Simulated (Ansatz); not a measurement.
# CH7Al: the cost of one run

Computed with Ansatz 0.2.0, Gaussian basis. Level: r2SCAN-D4/def2-SVPD.

## (1) Starting geometry

The start, a first-order saddle point found at PBE0-D4 in triple zeta: 9 atoms, charge 0, spin multiplicity 1.

Atoms are counted from 1 here; the program's logs count them from 0.

Bond lengths: Al1–C2 2.140 Å, Al1–H3 1.577 Å, Al1–H4 1.577 Å, Al1–H5 1.654 Å, Al1–H6 1.735 Å, C2–H7 1.091 Å, C2–H8 1.091 Å, C2–H9 1.097 Å. Angles: C2–Al1–H3 109.4°, C2–Al1–H4 109.4°, C2–Al1–H5 43.7°, C2–Al1–H6 80.2°, H3–Al1–H4 129.7°, H3–Al1–H5 115.0°, H3–Al1–H6 108.5°, H4–Al1–H5 115.1°, H4–Al1–H6 108.5°, H5–Al1–H6 36.5°, Al1–C2–H7 119.6°, Al1–C2–H8 120.0°, Al1–C2–H9 90.3°, H7–C2–H8 109.9°, H7–C2–H9 106.6°, H8–C2–H9 106.5°.

As a file:

```mol
CH7Al
  3D, bonds by distance, orders not assigned

  9  8  0  0  0  0  0  0  0  0999 V2000
   -0.6415    0.1016   -0.9303 Al  0  0
    0.5046   -0.4077    0.8032 C   0  0
    0.1358   -0.3529   -2.2251 H   0  0
   -2.1778    0.0002   -0.5903 H   0  0
    0.2698    0.9165    0.1833 H   0  0
   -0.0784    1.6778   -0.4736 H   0  0
    0.1370   -0.1307    1.7929 H   0  0
    1.5932   -0.3373    0.7782 H   0  0
    0.2572   -1.4675    0.6618 H   0  0
  1  2  8  0
  1  3  8  0
  1  4  8  0
  1  5  8  0
  1  6  8  0
  2  7  8  0
  2  8  8  0
  2  9  8  0
M  END
```

## (2) The run

The input, md/in.yaml:

```yaml
crystal:
  periodic: [false, false, false]
  atoms:
    - {symbol: Al, position_ang: [-0.641483, 0.101596, -0.930318]}
    - {symbol: C, position_ang: [0.504559, -0.407703, 0.803241]}
    - {symbol: H, position_ang: [0.135816, -0.352862, -2.225088]}
    - {symbol: H, position_ang: [-2.177850, 0.000246, -0.590315]}
    - {symbol: H, position_ang: [0.269830, 0.916526, 0.183297]}
    - {symbol: H, position_ang: [-0.078394, 1.677839, -0.473639]}
    - {symbol: H, position_ang: [0.137020, -0.130719, 1.792882]}
    - {symbol: H, position_ang: [1.593199, -0.337298, 0.778184]}
    - {symbol: H, position_ang: [0.257203, -1.467525, 0.661755]}
basis:
  gaussian: {orbitals: def2-SVPD}
hamiltonian: {xc: r2scan, dispersion: d4}
md: {n_steps: 30, timestep: 0.25, temperature: 300, ensemble: nvt_langevin, seed: 886, friction: 0.002, initial_velocities: maxwell_boltzmann}
```

The run is started by

```bash
ansatz run in.yaml --threads 2 --pin off --events-out ev --progress --plain --max-ram 4352MiB
```

**Question.** How long does this run take on 2 threads of Arm Neoverse V1, shared host?

About 68 s.
